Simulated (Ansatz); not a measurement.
System: hcp Hf. Method: r²SCAN-D4 (PAW; Ansatz, a quantum-chemistry and plane-wave program).

Run with plane-wave cutoff 500 eV, 30×30×14 k mesh (along the axes of the cell as run), Fermi–Dirac smearing 0.1 eV, scalar-relativistic PAW data made under PBE.

Computed at the level's own relaxed cell.

### Question
What does this level give for the volume per atom, lattice parameter a and c axis length?

### Answer

- volume per atom = 22.28 Å³/atom
- lattice parameter a = 3.194 Å
- c axis length = 5.043 Å

Measured, for comparison: lattice constant a 3.194 Å (293 K, not corrected to a static lattice, our sources range from 3.194 to 3.200; as tabulated in Wikipedia's data pages); lattice parameter c 5.051 Å (293 K, not corrected to a static lattice; as tabulated in Wikipedia's data pages). Computed (rounded) less measured: lattice constant a 0.0 % (inside the range of the sources held), lattice parameter c -0.2 %.

Spin–orbit coupling is not included.

Cost on a shared machine: very roughly 8 core-minutes.
